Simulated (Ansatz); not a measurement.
Geometry optimisation, Ansatz, RKS B3LYP-D4/def2-SVP.

Input:

```yaml
crystal:
  periodic: [false, false, false]
  atoms:
    - { symbol: Si, position_ang: [0.339641, 0.042388, -0.190832] }
    - { symbol: O, position_ang: [0.435338, -0.167958, 1.4541] }
    - { symbol: Si, position_ang: [-0.500727, -0.464532, 2.794999] }
    - { symbol: H, position_ang: [-1.594171, -1.42562, 2.457912] }
    - { symbol: H, position_ang: [0.359664, -1.048268, 3.858177] }
    - { symbol: H, position_ang: [-1.111495, 0.800394, 3.298704] }
    - { symbol: H, position_ang: [1.784108, 0.090935, -0.337118] }
    - { symbol: H, position_ang: [-0.35708, 1.300829, -0.582511] }
    - { symbol: H, position_ang: [-0.313676, -1.108867, -0.877132] }
basis:
  gaussian: { orbitals: def2-SVP }
hamiltonian:
  xc: b3lyp
  dispersion: d4
relax:
  f_tol: 0.03
  max_steps: 50
```

Run as:

```bash
$ ansatz run input.yaml --threads 1 --pin off --max-ram 2048MiB --backend cpu --events-out ev --progress --plain --runs-dir out
```

Task: Where does it end, and by what steps?

Result: The run converged. The force dipped under the threshold on the way, but the program's further checks kept it going. After 10 steps the energy has fallen by 0.215 eV; H7 moved furthest, 0.29 Å.

| step | energy less start (eV) | largest force component (eV/Å) | accepted |
| --- | --- | --- | --- |
| 0 | 0.0000 | 1.089 | yes |
| 1 | -0.1851 | 0.316 | yes |
| 2 | -0.2086 | 0.218 | yes |
| 3 | -0.2131 | 0.035 | yes |
| 4 | -0.2138 | 0.050 | yes |
| 5 | -0.2143 | 0.046 | yes |
| 6 | -0.2145 | 0.026 | yes |
| 7 | -0.2147 | 0.034 | yes |
| 8 | -0.2148 | 0.041 | yes |
| 9 | -0.2150 | 0.025 | yes |
| 10 | -0.2151 | 0.016 | yes |

```xyz
9
Properties=species:S:1:pos:R:3
Si 0.402 0.055 -0.181
O 0.309 -0.252 1.445
Si -0.553 -0.499 2.839
H -1.529 -1.613 2.656
H 0.398 -0.851 3.929
H -1.297 0.740 3.214
H 1.829 -0.025 -0.598
H -0.127 1.417 -0.482
H -0.392 -0.953 -0.945
```

Whether the end is a true minimum wasn't checked by a vibrational analysis.

The run took 12 s on 1 thread of AMD EPYC 9R45 96-Core Processor (Zen 5) (shared host), peak memory 0.16 GiB.
